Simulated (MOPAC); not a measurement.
MOPAC input (MNDO):

```
MNDO PRECISE GNORM=0.05 LET XYZ CHARGE=-1 GEO-OK AUX(PRECISION=9) THREADS=1
CN

C    -0.00000000 1   -0.00000000 1   -0.63014053 1
N     0.00000000 1    0.00000000 1    0.54012046 1
```

Output:

```
 *******************************************************************************
 **                                                                           **
 **                              MOPAC v23.2.5                                **
 **                                                                           **
 *******************************************************************************
 ** MOPAC's Digital Object Identifier: https://doi.org/10.5281/zenodo.6511958 **
 **                                                                           **
 ** Please cite the open-source release paper for use of this MOPAC version:  **
 ** J. E. Moussa and J. J. P. Stewart (2026)                                  **
 ** MOPAC: An open-source semiempirical molecular orbital program             **
 ** J. Open Source Softw., 11(119), 8025, https://doi.org/10.21105/joss.08025 **
 *******************************************************************************

                              MNDO CALCULATION RESULTS

 *******************************************************************************
 *  MNDO       - The MNDO Hamiltonian to be used
 *  GEO-OK     - OVERRIDE INTERATOMIC DISTANCE AND OTHER SAFETY CHECKS
 *
 *
 *
 *                 CHARGE ON SYSTEM = -1
 *
 *
 *
 *  LET        - OVERRIDE SOME SAFETY CHECKS
 *  PRECISE    - TIGHTER CRITERIA TO BE USED
 *  XYZ        - CARTESIAN COORDINATE SYSTEM TO BE USED
 *  GNORM      - EXIT WHEN GRADIENT NORM DROPS BELOW 0.050
 *  AUX        - OUTPUT AUXILIARY INFORMATION
 *******************************************************************************
MNDO PRECISE GNORM=0.05 LET XYZ CHARGE=-1 GEO-OK AUX(PRECISION=9) THREADS=1
 CN

   ATOM   CHEMICAL          X               Y               Z
  NUMBER   SYMBOL      (ANGSTROMS)     (ANGSTROMS)     (ANGSTROMS)

     1       C         -0.00000000  *  -0.00000000  *  -0.63014053  *
     2       N          0.00000000  *   0.00000000  *   0.54012046  *

          CARTESIAN COORDINATES

    NO.       ATOM           X           Y           Z

     1         C         -0.0000     -0.0000     -0.6301
     2         N          0.0000      0.0000      0.5401

  C: (MNDO): M.J.S. DEWAR, W. THIEL, J. AM. CHEM. SOC., 99, 4899, (1977)
  N: (MNDO): M.J.S. DEWAR, W. THIEL, J. AM. CHEM. SOC., 99, 4899, (1977)

           Empirical Formula: C N  =     2 atoms

      MOLECULAR POINT GROUP   :   C*v

      RHF CALCULATION, NO. OF DOUBLY OCCUPIED LEVELS = 5

          Geometry optimization using EF

          DIAGONAL MATRIX USED AS START HESSIAN

 CYCLE:     1  GRAD.:    37.189 HEAT:  55.43252
 CYCLE:     2  GRAD.:   586.172 HEAT:  121.3749
 CYCLE:     3  GRAD.:    30.719 HEAT:  55.40130
 CYCLE:     4  GRAD.:    28.193 HEAT:  55.38600
 CYCLE:     5  GRAD.:     0.477 HEAT:  55.32221
 CYCLE:     6  GRAD.:     0.008 HEAT:  55.32219

     GRADIENT =  0.00761 IS LESS THAN CUTOFF =  0.05000

 -------------------------------------------------------------------------------
 MNDO PRECISE GNORM=0.05 LET XYZ CHARGE=-1 GEO-OK AUX(PRECISION=9) THREADS=1
 CN

     GEOMETRY OPTIMISED USING EIGENVECTOR FOLLOWING (EF).
     SCF FIELD WAS ACHIEVED

                              MNDO CALCULATION
                                                       MOPAC v23.2.5 Linux

          FINAL HEAT OF FORMATION =         55.32219 KCAL/MOL =     231.46805 KJ/MOL

          COSMO AREA              =         60.50 SQUARE ANGSTROMS
          COSMO VOLUME            =         43.03 CUBIC ANGSTROMS

          GRADIENT NORM           =          0.00761          =       0.00538 PER ATOM
          IONIZATION POTENTIAL    =          3.268233 EV
          HOMO LUMO ENERGIES (EV) =         -3.268 10.344
          NO. OF FILLED LEVELS    =          5
          MOLECULAR WEIGHT        =         26.0177         POINT GROUP:  C*v

          MOLECULAR DIMENSIONS (Angstroms)

            Atom       Atom       Distance
            N     2    C     1     1.17871
            N     2    C     1     0.00000
            C     1    N     2     0.00000

          SCF CALCULATIONS        =          7

   ATOM   CHEMICAL          X               Y               Z
  NUMBER   SYMBOL      (ANGSTROMS)     (ANGSTROMS)     (ANGSTROMS)

     1       C          0.00000000  *   0.00000000  *  -0.63436480  *
     2       N          0.00000000  *   0.00000000  *   0.54434473  *

                             CARTESIAN COORDINATES

   1    C        0.000000000     0.000000000    -0.634364796
   2    N        0.000000000     0.000000000     0.544344726

           Empirical Formula: C N  =     2 atoms

      MOLECULAR POINT GROUP   :   C*v

                  EIGENVALUES
 -28.06115  -8.97156  -4.76464  -4.76464  -3.26823  10.34449  10.34449  15.79720

              NET ATOMIC CHARGES AND DIPOLE CONTRIBUTIONS

  ATOM NO.   TYPE          CHARGE      No. of ELECS.   s-Pop       p-Pop
    1          C          -0.437230        4.4372     1.73872     2.69851
    2          N          -0.562770        5.5628     1.81983     3.74294
 DIPOLE           X         Y         Z       TOTAL
 POINT-CHG.     0.000    -0.000    -0.138     0.138
 HYBRID         0.000     0.000     0.702     0.702
 SUM            0.000     0.000     0.563     0.563

          ATOMIC ORBITAL ELECTRON POPULATIONS

     Atom    s        px        py        pz
    1  C   1.73872   0.75627   0.75627   1.18596
    2  N   1.81983   1.24373   1.24373   1.25549

 **********************
 *                    *
 * JOB ENDED NORMALLY *
 *                    *
 **********************

 == MOPAC DONE ==
```

The dipole moment of an ion depends on the origin.
